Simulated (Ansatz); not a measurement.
# C2H5FN2O: the cost of one run

All numbers below are computed with Ansatz 0.2.0 (RKS B3LYP/STO-3G).

### 1 The system as given

Bond lengths: C1–N2 1.312 Å, N2–C3 1.439 Å, C3–N4 1.424 Å, C3–O5 1.373 Å, C3–F6 1.380 Å, C1–H7 1.059 Å, C1–H8 1.137 Å, N4–H9 1.094 Å, N4–H10 0.997 Å, O5–H11 0.980 Å. Angles: C1–N2–C3 112.4°, N2–C1–H7 120.2°, N2–C1–H8 120.3°, H7–C1–H8 119.2°, N2–C3–N4 109.5°, N2–C3–O5 118.8°, N2–C3–F6 109.1°, N4–C3–O5 110.3°, N4–C3–F6 101.9°, O5–C3–F6 105.9°, C3–N4–H9 101.5°, C3–N4–H10 108.3°, H9–N4–H10 99.9°, C3–O5–H11 98.8°.

Coordinates:

```xyz
11

C     0.0340   -1.7970   -0.5843
N    -0.2089   -0.9439    0.3822
C     0.0821    0.4138    0.0027
N    -0.0046    1.2562    1.1475
O    -0.6046    0.9679   -1.0494
F     1.4190    0.5141   -0.3233
H    -0.1935   -2.8236   -0.4576
H     0.3909   -1.4288   -1.5991
H    -1.0072    1.0196    1.5170
H     0.5461    0.8540    1.8754
H    -0.3879    1.9107   -0.8904
```

### 2 Relaxing end A

Input file input.yaml:

```yaml
crystal:
  periodic: [false, false, false]
  atoms:
    - { symbol: C, position_ang: [0.034, -1.797, -0.5843] }
    - { symbol: "N", position_ang: [-0.2089, -0.9439, 0.3822] }
    - { symbol: C, position_ang: [0.0821, 0.4138, 0.0027] }
    - { symbol: "N", position_ang: [-0.0046, 1.2562, 1.1475] }
    - { symbol: O, position_ang: [-0.6046, 0.9679, -1.0494] }
    - { symbol: F, position_ang: [1.419, 0.5141, -0.3233] }
    - { symbol: H, position_ang: [-0.1935, -2.8236, -0.4576] }
    - { symbol: H, position_ang: [0.3909, -1.4288, -1.5991] }
    - { symbol: H, position_ang: [-1.0072, 1.0196, 1.517] }
    - { symbol: H, position_ang: [0.5461, 0.854, 1.8754] }
    - { symbol: H, position_ang: [-0.3879, 1.9107, -0.8904] }
basis:
  gaussian: { orbitals: STO-3G }
hamiltonian:
  xc: b3lyp
relax:
  f_tol: 0.015
  max_steps: 40
```

Command:

```bash
$ ansatz run input.yaml --threads 1 --pin off --max-ram 2048MiB --backend cpu --events-out ev --progress --plain --runs-dir out
```

**Question.** How long does this run take on 1 thread of AMD EPYC 7R43 (Zen 3), shared host, and how much memory does it need?

About 1.8 min, with a peak of 0.16 GiB.
